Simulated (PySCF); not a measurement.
**Isomerisation enthalpies of C6H12**

**What was measured.**

CRC Handbook of Chemistry and Physics lists, for the gas at 298.15 K: enthalpy of formation of `C1CCCCC1` -123.4 kJ/mol; enthalpy of formation of `CC1CCCC1` (methylcyclopentane) -106.2 kJ/mol; enthalpy of formation of `CC(C)=C(C)C` (2,3-dimethyl-2-butene) -68.1 kJ/mol; enthalpy of formation of `C=C(C)C(C)C` (2,3-dimethyl-1-butene) -62.4 kJ/mol; enthalpy of formation of `C/C=C(/C)CC` -62.3 kJ/mol; enthalpy of formation of `C=CC(C)(C)C` (3,3-dimethyl-1-butene) -60.3 kJ/mol; enthalpy of formation of `C=C(C)CCC` (2-methyl-1-pentene) -59.4 kJ/mol; enthalpy of formation of `C/C=C\C(C)C` -57.5 kJ/mol.

The runs below try to reproduce these values; the comparison stands at the end.

Differences of these values give the isomerisation enthalpies. Geometries: PBE0-D3(BJ)/def2-SVP; runs in PySCF, gas phase, with a dispersion term only where the level names one. Total electronic energies (Eh):

| SMILES | PBE0-D3(BJ)/def2-SVP |
| --- | --- |
| C1CCCCC1 | -235.43654 |
| CC1CCCC1 | -235.42722 |
| CC(C)=C(C)C | -235.40228 |
| C=C(C)C(C)C | -235.39827 |
| C/C=C(/C)CC | -235.40073 |
| C=CC(C)(C)C | -235.39515 |
| C=C(C)CCC | -235.39870 |
| C/C=C\C(C)C | -235.39740 |

Zero-point and thermal terms are left out, so the computed numbers are electronic energies.

**Comparison with experiment**

Relative to `C1CCCCC1`, the lowest by measurement, in kJ/mol (measured: enthalpies at 298.15 K; computed: electronic energies):

| SMILES | measured | PBE0-D3(BJ)/def2-SVP |
| --- | --- | --- |
| C1CCCCC1 | 0.0 | 0.0 |
| CC1CCCC1 | 17.2 | 24.5 |
| CC(C)=C(C)C | 55.3 | 90.0 |
| C=C(C)C(C)C | 61.0 | 100.5 |
| C/C=C(/C)CC | 61.1 | 94.0 |
| C=CC(C)(C)C | 63.1 | 108.7 |
| C=C(C)CCC | 64.0 | 99.4 |
| C/C=C\C(C)C | 65.9 | 102.8 |

Measured values: -123.4 kJ/mol (298.15 K; CRC Handbook of Chemistry and Physics) for the first row; the others come from the same table. Mean unsigned miss over the other isomers: PBE0-D3(BJ)/def2-SVP 33.2 kJ/mol. One conformer stands for `CC1CCCC1`, `C=C(C)C(C)C`, `C/C=C(/C)CC`, `C=C(C)CCC` and `C/C=C\C(C)C`, not necessarily the lowest, while the measurement averages over conformers. Where a level misses, the cause wasn't examined.

The values belong to the conformer `[CH3:1]/[CH:2]=[C:3](/[CH3:4])[CH2:5][CH3:6]`: C2–C3–C5–C6 -96°.
